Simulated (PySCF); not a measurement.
Gas-phase reaction: 4 AlOH ⇌ 2 Al₂O + 2 H₂ + O₂

Energies from PySCF, thermal terms from the rigid-rotor harmonic-oscillator model, ideal gas at 1 bar. The comparison is the NASA 1993 polynomial table, which mixes measured and estimated data. After a fit of one offset per element over all species, the range-separated, M06-2X, PBE0/def2-QZVP and CCSD(T)/def2-TZVPP enthalpies, where run, lie to one side of the table for Al₂O (-34 kJ/mol): a fault of the table's entry, another state or a shared error of the levels is possible; this was not checked at source. S°(298 K) at PBE0/def2-TZVP differs from the NASA 1993 table for AlOH (+24 J/mol/K), Al₂O (+6 J/mol/K); whether the harmonic model or the table's entry is off was not settled. † marks an energy on the PBE0/def2-TZVP geometry and frequencies; other levels use their own. MP2 freezes the core. Open shells (unrestricted): O₂ (multiplicity 3); the rest are closed-shell singlets. MP2 isn't extrapolated to the basis-set limit; its ΔH°(298 K) is 371.6 kJ in def2-SVP and 425.8 kJ in def2-TZVPP. The harmonic model lacks anharmonicity and excited electronic states, which grow with temperature; levels with a mode under 35 cm⁻¹ are left out. Soft modes under 120 cm⁻¹ make the harmonic entropy rough for AlOH, Al₂O. The table's entry may be an old estimate for AlOH, Al₂O (not checked at source).

| level | ΔH°(298 K), kJ | minus table | ΔG°(600 K), kJ |
|---|---|---|---|
| table | 429.3 | - | 359.3 |
| MP2/def2-SVP† | 371.6 | -57.7 | 360.3 |
| MP2/def2-TZVPP† | 425.8 | -3.5 | 414.5 |
| PBE0/def2-TZVP | 390.8 | -38.5 | 379.5 |
| r2SCAN/def2-TZVP† | 370.1 | -59.2 | 358.8 |
| LDA/def2-TZVP† | 450.5 | 21.2 | 439.2 |
| ωB97M-V/def2-TZVP† | 403.7 | -25.6 | 392.4 |
| ωB97X-V/def2-TZVP† | 380.0 | -49.3 | 368.7 |
